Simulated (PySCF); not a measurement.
# Electric properties by functional and basis

Species: disulfur monoxide, S₂O.
Atom-mapped SMILES: `[O:1]=[S:2]=[S:3]`

Cartesian coordinates in Å at the PBE0-D3(BJ)/def2-SVP level; atoms count from 1:
```
atom  x, y, z in Å
O1    -1.3727    0.2587    0.0000
S2    -0.1554   -0.5735    0.0000
S3     1.5281    0.3148    0.0000
```

PySCF, dipoles from the SCF density, polarisabilities from static response with core orbitals frozen. Isolated species at its PBE0-D3(BJ)/def2-SVP geometry, gas phase.

Q: How do dipole and polarisability depend on functional and basis here?

A: 

```tsv
level	μ (D)	error (%)	α (Å³)	anisotropy (Å³)
LDA/def2-SVPD	1.450	-1.4	6.76	4.77
PBE/def2-SVPD	1.382	-6.0	6.77	4.81
B3LYP/def2-SVPD	1.578	+7.3	6.69	4.83
PBE0/def2-SVPD	1.531	+4.1	6.62	4.78
BHandHLYP/def2-SVPD	1.749	+19.0	6.58	4.89
CAM-B3LYP/def2-SVPD	1.656	+12.6	6.66	4.89
wB97X-D/def2-SVPD	1.563	+6.3	6.60	4.82
LC-wPBE/def2-SVPD	1.589	+8.1	6.56	4.90
HF/def2-SVPD	1.923	+30.8	6.59	5.14
PBE0/6-31G*	1.511	+2.8	4.93	5.88
PBE0/def2-SVP	1.591	+8.2	4.65	5.36
PBE0/6-31+G*	1.660	+12.9	5.77	5.97
PBE0/aug-cc-pVDZ	1.481	+0.8	6.55	4.97
PBE0/def2-TZVP	1.543	+5.0	5.56	5.41
PBE0/def2-TZVPD	1.509	+2.7	6.70	4.81
PBE0/aug-cc-pVTZ	1.514	+3.0	6.68	4.86
```

Reference dipole: 1.470 D (measured, gas; NIST CCCBDB Release 22 (SRD 101), experimental dipoles). The anisotropy is √(½[(α1 − α2)² + (α2 − α3)² + (α3 − α1)²]). For the dipole, the smallest error is 0.8% (PBE0/aug-cc-pVDZ) and the largest 30.8% (HF/def2-SVPD). The dipole runs from 1.38 D (PBE/def2-SVPD) to 1.92 D (HF/def2-SVPD). No reference polarisability is at hand; against PBE0 in the largest diffuse basis at hand (aug-cc-pVTZ) the other PBE0 rows deviate by 6-31G* -26%, def2-SVP -30%, 6-31+G* -14%, def2-SVPD -1%, aug-cc-pVDZ -2%, def2-TZVP -17%, def2-TZVPD 0%. In one basis (def2-SVPD) the functionals order the polarisability from LC-wPBE (lowest) to PBE (highest), a spread of 3%. With PBE0 the polarisability is 5.05 Å³ without diffuse functions (mean of 6-31G*, def2-SVP and def2-TZVP) and 6.46 Å³ with them (mean of 6-31+G*, def2-SVPD, aug-cc-pVDZ, def2-TZVPD and aug-cc-pVTZ). Measured values can belong to vibrating molecules; the computed ones are for one fixed geometry.
